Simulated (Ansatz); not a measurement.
Basis-set extrapolation for C5H6, SMILES `C1=C[C@H]2C[C@@H]12` (PBE0-D4/def2-TZVP geometry, frozen core, the Gaussian-basis code of Ansatz). Multiplicity 1, RHF reference.

```csv
,def2-TZVPP,def2-QZVPP
HF,-192.781474,-192.789941
MP2 correlation,-0.812760,-0.863170
CCSD(T) correlation,-0.883290,not run
```

Energies in hartree. Use E(X) = E(∞) + A·exp(−7.88·√X) for Hartree–Fock and E(X) = E(∞) + B·X^(−2.97) for correlation, with X = 3 and 4, and add CCSD(T) minus MP2 of the smaller set to the MP2 limit.

Task: What is the CCSD(T) energy at the basis-set limit?

Result: HF limit: -192.789941 + (-0.008467) × 0.13774 = -192.79111. MP2 limit: -0.863170 + (-0.050410) × 0.74074 = -0.90051. Higher-order term: -0.883290 − (-0.812760) = -0.07053. Total: -193.76215 hartree, 255.7 kJ/mol below CCSD(T)/def2-TZVPP.
